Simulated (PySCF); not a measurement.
Species: C5H5F.
SMILES: `C/C=C(/C#C)F`

The calculation used PySCF, PBE0-D3(BJ)/def2-SVP geometry optimisation, gas phase.

Masses are those of the commonest isotopes; rigid-rotor values at the optimised geometry. 

**Question.** Give the principal moments of inertia and the rotational constants in MHz.

**Answer.** Ia = 58.97, Ib = 226.85, Ic = 282.67 u·Å²; 505379 MHz·u·Å²/I gives A = 8570, B = 2228, C = 1788 MHz.

**Question.** Classify the top.

**Answer.** An asymmetric top. Ray's parameter κ = (2B − A − C)/(A − C) = -0.870; −1 is the prolate and +1 the oblate limit.

**Question.** Is it planar, by Δ = Ic − Ia − Ib?

**Answer.** Not planar: Δ = Ic − Ia − Ib = -3.15 u·Å². For a rigid frame Δ = −2 Σ m c², so Σ m c² = 1.58 u·Å² lies off the ab plane, practically all of it from hydrogen. The atom farthest from that plane is 0.89 Å away.

**Question.** Give the other two planar moments, Paa and Pbb, and the rms extents of the mass along the axes.

**Answer.** Paa = Σ m a² = (Ib + Ic − Ia)/2 = 225.27 and Pbb = Σ m b² = (Ia + Ic − Ib)/2 = 57.40 u·Å². With the mass M = 84.04 u, the rms extents √(P/M) along a, b and c are 1.64, 0.83, 0.14 Å.

**Question.** Predict some low-J microwave lines.

**Answer.** The dipole components are |μa| = 0.27 D, |μb| = 1.49 D, |μc| = 0.00 D; the mirror of this Cs structure is the ab plane, so μc vanishes by symmetry and there are no c-type lines. The squared components, which scale the intensities, stand as 0.03 : 1.00 (a : b). Some lines, for components of 0.1 D or more:

| type | branch | J(Ka,Kc) | MHz | lower level (cm⁻¹) |
| --- | --- | --- | --- | --- |
| a | Q | 4(2,2) ← 4(2,3) | 328 | 2.214 |
| a | Q | 4(1,3) ← 4(1,4) | 4395 | 1.483 |
| b | R | 3(0,3) ← 2(1,2) | 6035 | 0.599 |
| b | Q | 2(1,1) ← 2(0,2) | 7244 | 0.401 |
| a | R | 2(1,2) ← 1(1,1) | 7591 | 0.345 |
| a | R | 2(0,2) ← 1(0,1) | 8009 | 0.134 |
| a | R | 2(1,1) ← 1(1,0) | 8471 | 0.360 |
| a | R | 3(2,2) ← 2(2,1) | 12047 | 1.277 |
| b | R | 2(1,2) ← 1(0,1) | 13933 | 0.134 |
| a | R | 4(0,4) ← 3(0,3) | 15845 | 0.800 |
| a | R | 4(2,2) ← 3(2,1) | 16263 | 1.683 |
| b | R | 3(1,3) ← 2(0,2) | 17298 | 0.401 |
| b | Q | 4(2,2) ← 4(1,3) | 17857 | 1.630 |
| b | Q | 3(2,1) ← 3(1,2) | 18490 | 1.066 |
| b | Q | 4(2,3) ← 4(1,4) | 21924 | 1.483 |
| b | Q | 4(3,1) ← 4(2,2) | 32559 | 2.225 |
| b | R | 3(3,0) ← 2(2,1) | 44870 | 1.277 |
| b | Q | 4(4,0) ← 4(3,1) | 45890 | 3.311 |
| b | R | 4(3,2) ← 3(2,1) | 48818 | 1.683 |
| b | R | 4(3,1) ← 3(2,2) | 48933 | 1.679 |
| b | R | 4(4,0) ← 3(3,1) | 61999 | 2.774 |

**Question.** Estimate the classical rotational partition function at 10 K, 50 K and 298.15 K.

**Answer.** Point group Cs, symmetry number σ = 1; q = (√π/σ)·√((kT/h)³/(ABC)), k/h = 20836.6 MHz/K: 912 at 10 K, 10200 at 50 K, 149000 at 298.15 K.

Not checked by PBE0-D3(BJ)/def2-SVP frequencies. No vibrational averaging or centrifugal distortion is included, and the geometry carries the error of its method. A rigid rotor knows nothing of internal rotation, which can split or shift real lines.

The run took 61 s of wall time on one thread, Arm Neoverse N1 (aarch64), no GPU, shared host with 64 logical CPUs at a one-minute load of 61, and the process peaked at 0.44 GiB of memory. This is the geometry optimisation.
